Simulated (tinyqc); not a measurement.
Worked calculation (part 1 of 3): ROHF in the sto-3g basis, for NH3+, spin multiplicity 2. Computed by tinyqc, a small Python program that keeps every step (integrals from PySCF). Settings: charge = 1, multiplicity = 2, basis = sto-3g, energy threshold = 1e-10, iteration cap = 81, orthogonalisation = canonical, start = core, DIIS depth = 3, method = ROHF. Command: `OMP_NUM_THREADS=1 python tinyqc.py 25850 25851 out.jsonl` (the two numbers bound the seeds that draw the settings). One thread of a shared host (Intel(R) Xeon(R) Processor @ 2.60GHz), about 0.1 s of CPU time with the checks. Later iterations appear only in the table of the cycle.

## One-electron integrals

Geometry (angstrom):
```
atom        x        y       z
N      0.0000   0.0000  0.5340
H      1.1960   0.0000  0.0000
H     -0.5980   1.0360  0.0000
H     -0.5980  -1.0360  0.0000
```

Basis sto-3g: exponents (1/bohr^2) and contraction coefficients of normalised primitives:
```
element  l (shell)  exponent  coefficient
N            s (1)   99.1062       0.1543
N            s (1)   18.0523       0.5353
N            s (1)    4.8857       0.4446
N            s (2)    3.7805      -0.1000
N            s (2)    0.8785       0.3995
N            s (2)    0.2857       0.7001
N            p (3)    3.7805       0.1559
N            p (3)    0.8785       0.6077
N            p (3)    0.2857       0.3920
H            s (1)    3.4253       0.1543
H            s (1)    0.6239       0.5353
H            s (1)    0.1689       0.4446
```

Overlap, kinetic and nuclear-attraction integrals over the contracted functions; the nuclear repulsion is the sum of Za Zb / Rab.

nuclear repulsion = 9.249771 hartree

overlap S:
```
         1N 1s   1N 2s   1N 2px   1N 2py   1N 2pz    2H 1s    3H 1s    4H 1s
1N 1s   1.0000  0.2350   0.0000   0.0000   0.0000   0.0291   0.0291   0.0291
1N 2s   0.2350  1.0000   0.0000   0.0000   0.0000   0.3283   0.3282   0.3282
1N 2px  0.0000  0.0000   1.0000   0.0000   0.0000   0.2983  -0.1491  -0.1491
1N 2py  0.0000  0.0000   0.0000   1.0000   0.0000   0.0000   0.2583  -0.2583
1N 2pz  0.0000  0.0000   0.0000   0.0000   1.0000  -0.1332  -0.1332  -0.1332
2H 1s   0.0291  0.3283   0.2983   0.0000  -0.1332   1.0000   0.1059   0.1059
3H 1s   0.0291  0.3282  -0.1491   0.2583  -0.1332   0.1059   1.0000   0.1058
4H 1s   0.0291  0.3282  -0.1491  -0.2583  -0.1332   0.1059   0.1058   1.0000
```

kinetic energy T (hartree):
```
          1N 1s    1N 2s   1N 2px   1N 2py   1N 2pz    2H 1s    3H 1s    4H 1s
1N 1s   21.9908  -0.1284   0.0000   0.0000   0.0000  -0.0091  -0.0091  -0.0091
1N 2s   -0.1284   0.6070   0.0000   0.0000   0.0000   0.0347   0.0347   0.0347
1N 2px   0.0000   0.0000   1.8994   0.0000   0.0000   0.1086  -0.0542  -0.0542
1N 2py   0.0000   0.0000   0.0000   1.8994   0.0000   0.0000   0.0940  -0.0940
1N 2pz   0.0000   0.0000   0.0000   0.0000   1.8994  -0.0485  -0.0484  -0.0484
2H 1s   -0.0091   0.0347   0.1086   0.0000  -0.0485   0.7600  -0.0108  -0.0108
3H 1s   -0.0091   0.0347  -0.0542   0.0940  -0.0484  -0.0108   0.7600  -0.0108
4H 1s   -0.0091   0.0347  -0.0542  -0.0940  -0.0484  -0.0108  -0.0108   0.7600
```

nuclear attraction V (hartree):
```
           1N 1s    1N 2s   1N 2px   1N 2py   1N 2pz    2H 1s    3H 1s    4H 1s
1N 1s   -47.3979  -5.7178   0.0000   0.0000   0.0116  -0.7218  -0.7215  -0.7215
1N 2s    -5.7178  -8.0714   0.0000   0.0000   0.1438  -2.0329  -2.0322  -2.0322
1N 2px    0.0000   0.0000  -8.0335   0.0000   0.0000  -1.6503   0.8248   0.8248
1N 2py    0.0000   0.0000   0.0000  -8.0335   0.0000   0.0000  -1.4289   1.4289
1N 2pz    0.0116   0.1438   0.0000   0.0000  -7.9794   0.7664   0.7661   0.7661
2H 1s    -0.7218  -2.0329  -1.6503   0.0000   0.7664  -4.5401  -0.5291  -0.5291
3H 1s    -0.7215  -2.0322   0.8248  -1.4289   0.7661  -0.5291  -4.5397  -0.5288
4H 1s    -0.7215  -2.0322   0.8248   1.4289   0.7661  -0.5291  -0.5288  -4.5397
```

core Hamiltonian H = T + V (hartree):
```
           1N 1s    1N 2s   1N 2px   1N 2py   1N 2pz    2H 1s    3H 1s    4H 1s
1N 1s   -25.4071  -5.8462   0.0000   0.0000   0.0116  -0.7308  -0.7305  -0.7305
1N 2s    -5.8462  -7.4644   0.0000   0.0000   0.1438  -1.9981  -1.9975  -1.9975
1N 2px    0.0000   0.0000  -6.1342   0.0000   0.0000  -1.5417   0.7705   0.7705
1N 2py    0.0000   0.0000   0.0000  -6.1342   0.0000   0.0000  -1.3349   1.3349
1N 2pz    0.0116   0.1438   0.0000   0.0000  -6.0800   0.7179   0.7177   0.7177
2H 1s    -0.7308  -1.9981  -1.5417   0.0000   0.7179  -3.7801  -0.5400  -0.5400
3H 1s    -0.7305  -1.9975   0.7705  -1.3349   0.7177  -0.5400  -3.7797  -0.5396
4H 1s    -0.7305  -1.9975   0.7705   1.3349   0.7177  -0.5400  -0.5396  -3.7797
```

## Two-electron integrals

Functions are numbered as in S; the eight-fold symmetry (ij|kl) = (ji|kl) = (kl|ij) leaves the list below.

Two-electron integrals (ij|kl) in chemists' order, unique and non-zero (hartree):
```
(11|11) 4.1666      (21|11) 0.6408      (21|21) 0.1175      (22|11) 0.9699
(22|21) 0.2209      (22|22) 0.7082      (31|31) 0.0210      (32|31) 0.0325
(32|32) 0.1564      (33|11) 0.9671      (33|21) 0.2210      (33|22) 0.7081
(33|33) 0.7628      (41|41) 0.0210      (42|41) 0.0325      (42|42) 0.1564
(43|43) 0.0411      (44|11) 0.9671      (44|21) 0.2210      (44|22) 0.7081
(44|33) 0.6806      (44|44) 0.7628      (51|51) 0.0210      (52|51) 0.0325
(52|52) 0.1564      (53|53) 0.0411      (54|54) 0.0411      (55|11) 0.9671
(55|21) 0.2210      (55|22) 0.7081      (55|33) 0.6806      (55|44) 0.6806
(55|55) 0.7628      (61|11) 0.0801      (61|21) 0.0146      (61|22) 0.0273
(61|31) 0.0007      (61|32) 0.0013      (61|33) 0.0274      (61|44) 0.0273
(61|51) -2.98e-04   (61|52) -0.0006     (61|53) -7.48e-05   (61|55) 0.0273
(61|61) 0.0018      (62|11) 0.2246      (62|21) 0.0519      (62|22) 0.1876
(62|31) 0.0039      (62|32) 0.0319      (62|33) 0.1936      (62|44) 0.1836
(62|51) -0.0018     (62|52) -0.0143     (62|53) -0.0045     (62|55) 0.1856
(62|61) 0.0066      (62|62) 0.0673      (63|11) 0.1731      (63|21) 0.0405
(63|22) 0.1558      (63|31) 0.0075      (63|32) 0.0541      (63|33) 0.1685
(63|44) 0.1485      (63|51) -0.0012     (63|52) -0.0109     (63|53) -0.0062
(63|55) 0.1501      (63|61) 0.0054      (63|62) 0.0671      (63|63) 0.0741
(64|41) 0.0049      (64|42) 0.0297      (64|43) 0.0062      (64|54) -0.0028
(64|64) 0.0082      (65|11) -0.0773     (65|21) -0.0181     (65|22) -0.0696
(65|31) -0.0012     (65|32) -0.0109     (65|33) -0.0697     (65|44) -0.0663
(65|51) 0.0054      (65|52) 0.0346      (65|53) 0.0077      (65|55) -0.0725
(65|61) -0.0024     (65|62) -0.0300     (65|63) -0.0294     (65|65) 0.0213
(66|11) 0.4002      (66|21) 0.0939      (66|22) 0.3901      (66|31) 0.0081
(66|32) 0.0919      (66|33) 0.4151      (66|44) 0.3732      (66|51) -0.0036
(66|52) -0.0410     (66|53) -0.0187     (66|55) 0.3815      (66|61) 0.0121
(66|62) 0.1875      (66|63) 0.2089      (66|65) -0.0933     (66|66) 0.7746
(71|11) 0.0800      (71|21) 0.0146      (71|22) 0.0273      (71|31) -3.33e-04
(71|32) -0.0006     (71|33) 0.0273      (71|41) 0.0006      (71|42) 0.0011
(71|43) -7.25e-05   (71|44) 0.0274      (71|51) -2.98e-04   (71|52) -0.0006
(71|53) 3.74e-05    (71|54) -6.48e-05   (71|55) 0.0273      (71|61) 0.0018
(71|62) 0.0064      (71|63) 0.0049      (71|64) 1.66e-04    (71|65) -0.0023
(71|66) 0.0115      (71|71) 0.0018      (72|11) 0.2245      (72|21) 0.0519
(72|22) 0.1876      (72|31) -0.0020     (72|32) -0.0160     (72|33) 0.1860
(72|41) 0.0034      (72|42) 0.0276      (72|43) -0.0043     (72|44) 0.1910
(72|51) -0.0018     (72|52) -0.0142     (72|53) 0.0022      (72|54) -0.0039
(72|55) 0.1855      (72|61) 0.0064      (72|62) 0.0498      (72|63) 0.0387
(72|64) 0.0055      (72|65) -0.0215     (72|66) 0.1081      (72|71) 0.0066
(72|72) 0.0673      (73|11) -0.0865     (73|21) -0.0202     (73|22) -0.0779
(73|31) 0.0056      (73|32) 0.0358      (73|33) -0.0814     (73|41) -0.0011
(73|42) -0.0105     (73|43) 0.0070      (73|44) -0.0771     (73|51) 0.0006
(73|52) 0.0054      (73|53) -0.0036     (73|54) 0.0015      (73|55) -0.0750
(73|61) -0.0023     (73|62) -0.0145     (73|63) -0.0061     (73|64) -0.0012
(73|65) 0.0062      (73|66) -0.0266     (73|71) -0.0027     (73|72) -0.0335
(73|73) 0.0246      (74|11) 0.1499      (74|21) 0.0350      (74|22) 0.1349
(74|31) -0.0011     (74|32) -0.0105     (74|33) 0.1303      (74|41) 0.0069
(74|42) 0.0480      (74|43) -0.0060     (74|44) 0.1443      (74|51) -0.0010
(74|52) -0.0094     (74|53) 0.0015      (74|54) -0.0053     (74|55) 0.1299
(74|61) 0.0043      (74|62) 0.0363      (74|63) 0.0281      (74|64) 0.0095
(74|65) -0.0154     (74|66) 0.0800      (74|71) 0.0046      (74|72) 0.0581
(74|73) -0.0285     (74|74) 0.0576      (75|11) -0.0772     (75|21) -0.0181
(75|22) -0.0695     (75|31) 0.0006      (75|32) 0.0054      (75|33) -0.0671
(75|41) -0.0010     (75|42) -0.0094     (75|43) 0.0015      (75|44) -0.0689
(75|51) 0.0054      (75|52) 0.0346      (75|53) -0.0038     (75|54) 0.0067
(75|55) -0.0725     (75|61) -0.0023     (75|62) -0.0215     (75|63) -0.0164
(75|64) -0.0023     (75|65) 0.0149      (75|66) -0.0500     (75|71) -0.0024
(75|72) -0.0299     (75|73) 0.0147      (75|74) -0.0255     (75|75) 0.0213
(76|11) 0.0549      (76|21) 0.0128      (76|22) 0.0499      (76|31) 3.74e-04
(76|32) 0.0036      (76|33) 0.0497      (76|41) 0.0006      (76|42) 0.0062
(76|43) 2.49e-04    (76|44) 0.0500      (76|51) -0.0007     (76|52) -0.0064
(76|53) -0.0008     (76|54) -0.0013     (76|55) 0.0498      (76|61) 0.0016
(76|62) 0.0173      (76|63) 0.0160      (76|64) 0.0018      (76|65) -0.0085
(76|66) 0.0487      (76|71) 0.0016      (76|72) 0.0173      (76|73) -0.0065
(76|74) 0.0148      (76|75) -0.0085     (76|76) 0.0057      (77|11) 0.4002
(77|21) 0.0939      (77|22) 0.3901      (77|31) -0.0040     (77|32) -0.0459
(77|33) 0.3836      (77|41) 0.0070      (77|42) 0.0795      (77|43) -0.0182
(77|44) 0.4046      (77|51) -0.0036     (77|52) -0.0410     (77|53) 0.0094
(77|54) -0.0162     (77|55) 0.3815      (77|61) 0.0115      (77|62) 0.1081
(77|63) 0.0826      (77|64) 0.0170      (77|65) -0.0500     (77|66) 0.2548
(77|71) 0.0121      (77|72) 0.1875      (77|73) -0.1044     (77|74) 0.1809
(77|75) -0.0932     (77|76) 0.0487      (77|77) 0.7746      (81|11) 0.0800
(81|21) 0.0146      (81|22) 0.0273      (81|31) -3.33e-04   (81|32) -0.0006
(81|33) 0.0273      (81|41) -0.0006     (81|42) -0.0011     (81|43) 7.25e-05
(81|44) 0.0274      (81|51) -2.98e-04   (81|52) -0.0006     (81|53) 3.74e-05
(81|54) 6.48e-05    (81|55) 0.0273      (81|61) 0.0018      (81|62) 0.0064
(81|63) 0.0049      (81|64) -1.66e-04   (81|65) -0.0023     (81|66) 0.0115
(81|71) 0.0018      (81|72) 0.0064      (81|73) -0.0026     (81|74) 0.0041
(81|75) -0.0023     (81|76) 0.0016      (81|77) 0.0115      (81|81) 0.0018
(82|11) 0.2245      (82|21) 0.0519      (82|22) 0.1876      (82|31) -0.0020
(82|32) -0.0160     (82|33) 0.1860      (82|41) -0.0034     (82|42) -0.0276
(82|43) 0.0043      (82|44) 0.1910      (82|51) -0.0018     (82|52) -0.0142
(82|53) 0.0022      (82|54) 0.0039      (82|55) 0.1855      (82|61) 0.0064
(82|62) 0.0498      (82|63) 0.0387      (82|64) -0.0055     (82|65) -0.0215
(82|66) 0.1081      (82|71) 0.0064      (82|72) 0.0498      (82|73) -0.0241
(82|74) 0.0307      (82|75) -0.0215     (82|76) 0.0133      (82|77) 0.1081
(82|81) 0.0066      (82|82) 0.0673      (83|11) -0.0865     (83|21) -0.0202
(83|22) -0.0779     (83|31) 0.0056      (83|32) 0.0358      (83|33) -0.0814
(83|41) 0.0011      (83|42) 0.0105      (83|43) -0.0070     (83|44) -0.0771
(83|51) 0.0006      (83|52) 0.0054      (83|53) -0.0036     (83|54) -0.0015
(83|55) -0.0750     (83|61) -0.0023     (83|62) -0.0145     (83|63) -0.0061
(83|64) 0.0012      (83|65) 0.0062      (83|66) -0.0266     (83|71) -0.0026
(83|72) -0.0241     (83|73) 0.0172      (83|74) -0.0146     (83|75) 0.0102
(83|76) -0.0050     (83|77) -0.0559     (83|81) -0.0027     (83|82) -0.0335
(83|83) 0.0246      (84|11) -0.1499     (84|21) -0.0350     (84|22) -0.1349
(84|31) 0.0011      (84|32) 0.0105      (84|33) -0.1303     (84|41) 0.0069
(84|42) 0.0480      (84|43) -0.0060     (84|44) -0.1443     (84|51) 0.0010
(84|52) 0.0094      (84|53) -0.0015     (84|54) -0.0053     (84|55) -0.1299
(84|61) -0.0043     (84|62) -0.0363     (84|63) -0.0281     (84|64) 0.0095
(84|65) 0.0154      (84|66) -0.0800     (84|71) -0.0041     (84|72) -0.0307
(84|73) 0.0146      (84|74) -0.0139     (84|75) 0.0131      (84|76) -0.0086
(84|77) -0.0630     (84|81) -0.0046     (84|82) -0.0581     (84|83) 0.0285
(84|84) 0.0576      (85|11) -0.0772     (85|21) -0.0181     (85|22) -0.0695
(85|31) 0.0006      (85|32) 0.0054      (85|33) -0.0671     (85|41) 0.0010
(85|42) 0.0094      (85|43) -0.0015     (85|44) -0.0689     (85|51) 0.0054
(85|52) 0.0346      (85|53) -0.0038     (85|54) -0.0067     (85|55) -0.0725
(85|61) -0.0023     (85|62) -0.0215     (85|63) -0.0164     (85|64) 0.0023
(85|65) 0.0149      (85|66) -0.0500     (85|71) -0.0023     (85|72) -0.0215
(85|73) 0.0102      (85|74) -0.0131     (85|75) 0.0149      (85|76) -0.0064
(85|77) -0.0500     (85|81) -0.0024     (85|82) -0.0299     (85|83) 0.0147
(85|84) 0.0255      (85|85) 0.0213      (86|11) 0.0549      (86|21) 0.0128
(86|22) 0.0499      (86|31) 3.74e-04    (86|32) 0.0036      (86|33) 0.0497
(86|41) -0.0006     (86|42) -0.0062     (86|43) -2.49e-04   (86|44) 0.0500
(86|51) -0.0007     (86|52) -0.0064     (86|53) -0.0008     (86|54) 0.0013
(86|55) 0.0498      (86|61) 0.0016      (86|62) 0.0173      (86|63) 0.0160
(86|64) -0.0018     (86|65) -0.0085     (86|66) 0.0487      (86|71) 0.0016
(86|72) 0.0133      (86|73) -0.0050     (86|74) 0.0086      (86|75) -0.0064
(86|76) 0.0045      (86|77) 0.0300      (86|81) 0.0016      (86|82) 0.0173
(86|83) -0.0065     (86|84) -0.0148     (86|85) -0.0085     (86|86) 0.0057
(87|11) 0.0549      (87|21) 0.0128      (87|22) 0.0499      (87|31) -0.0007
(87|32) -0.0071     (87|33) 0.0501      (87|44) 0.0496      (87|51) -0.0007
(87|52) -0.0063     (87|53) 0.0015      (87|55) 0.0498      (87|61) 0.0016
(87|62) 0.0133      (87|63) 0.0099      (87|65) -0.0064     (87|66) 0.0300
(87|71) 0.0016      (87|72) 0.0173      (87|73) -0.0095     (87|74) 0.0130
(87|75) -0.0085     (87|76) 0.0045      (87|77) 0.0486      (87|81) 0.0016
(87|82) 0.0173      (87|83) -0.0095     (87|84) -0.0130     (87|85) -0.0085
(87|86) 0.0045      (87|87) 0.0057      (88|11) 0.4002      (88|21) 0.0939
(88|22) 0.3901      (88|31) -0.0040     (88|32) -0.0459     (88|33) 0.3836
(88|41) -0.0070     (88|42) -0.0795     (88|43) 0.0182      (88|44) 0.4046
(88|51) -0.0036     (88|52) -0.0410     (88|53) 0.0094      (88|54) 0.0162
(88|55) 0.3815      (88|61) 0.0115      (88|62) 0.1081      (88|63) 0.0826
(88|64) -0.0170     (88|65) -0.0500     (88|66) 0.2548      (88|71) 0.0115
(88|72) 0.1081      (88|73) -0.0559     (88|74) 0.0630      (88|75) -0.0500
(88|76) 0.0300      (88|77) 0.2547      (88|81) 0.0121      (88|82) 0.1875
(88|83) -0.1044     (88|84) -0.1809     (88|85) -0.0932     (88|86) 0.0487
(88|87) 0.0486      (88|88) 0.7746
```

## Orthogonalisation

S = U s U^T; canonical form X = U s^(-1/2), so that X^T S X = 1. Each column of U has its largest component positive (the first on a tie).

eigenvalues of S: 0.4482  0.5779  0.5779  0.9129  1.0793  1.3162  1.3162  1.7712

X:
```
              1        2        3        4        5        6        7        8
1N 1s   -0.3775   0.0002   0.0000   0.7095   0.6256  -0.0001   0.0000   0.1748
1N 2s    1.0769  -0.0004   0.0000  -0.2067   0.2589  -0.0001   0.0000   0.4563
1N 2px   0.0004   0.8609   0.0000   0.0000   0.0000   0.6591   0.0000   0.0001
1N 2py   0.0000   0.0000   0.8609   0.0000   0.0000   0.0000   0.6590   0.0000
1N 2pz  -0.3717   0.0001   0.0000  -0.6933   0.6470   0.0000   0.0000  -0.1636
2H 1s   -0.5138  -0.8119   0.0000  -0.1511  -0.1284   0.4657   0.0000   0.3158
3H 1s   -0.5132   0.4063  -0.7032  -0.1511  -0.1285  -0.2329   0.4034   0.3157
4H 1s   -0.5132   0.4063   0.7032  -0.1511  -0.1285  -0.2329  -0.4034   0.3157
```

Within a degenerate level the vectors are fixed only up to a rotation; this is one choice.

## Starting guess

The start is the orbitals of the core Hamiltonian; D(s) = C_occ C_occ^T for each spin.

D(alpha) at the start:
```
          1N 1s    1N 2s   1N 2px   1N 2py   1N 2pz    2H 1s    3H 1s    4H 1s
1N 1s    1.0651  -0.2873   0.0000   0.0000   0.0163   0.0288   0.0288   0.0288
1N 2s   -0.2873   1.2645   0.0000   0.0000  -0.0914  -0.1234  -0.1233  -0.1233
1N 2px   0.0000   0.0000   1.1056   0.0000   0.0000  -0.1474   0.0737   0.0737
1N 2py   0.0000   0.0000   0.0000   1.1056   0.0000   0.0000  -0.1277   0.1277
1N 2pz   0.0163  -0.0914   0.0000   0.0000   1.0394   0.0628   0.0627   0.0627
2H 1s    0.0288  -0.1234  -0.1474   0.0000   0.0628   0.0345   0.0050   0.0050
3H 1s    0.0288  -0.1233   0.0737  -0.1277   0.0627   0.0050   0.0345   0.0050
4H 1s    0.0288  -0.1233   0.0737   0.1277   0.0627   0.0050   0.0050   0.0345
```

D(beta) at the start:
```
          1N 1s    1N 2s   1N 2px   1N 2py   1N 2pz    2H 1s    3H 1s    4H 1s
1N 1s    1.0591  -0.2614   0.0000   0.0000   0.0895   0.0302   0.0302   0.0302
1N 2s   -0.2614   1.1528   0.0000   0.0000  -0.4077  -0.1294  -0.1293  -0.1293
1N 2px   0.0000   0.0000   1.1056   0.0000  -0.0001  -0.1474   0.0737   0.0737
1N 2py   0.0000   0.0000   0.0000   1.1056   0.0000   0.0000  -0.1277   0.1277
1N 2pz   0.0895  -0.4077  -0.0001   0.0000   0.1442   0.0458   0.0457   0.0457
2H 1s    0.0302  -0.1294  -0.1474   0.0000   0.0458   0.0342   0.0047   0.0047
3H 1s    0.0302  -0.1293   0.0737  -0.1277   0.0457   0.0047   0.0342   0.0047
4H 1s    0.0302  -0.1293   0.0737   0.1277   0.0457   0.0047   0.0047   0.0342
```
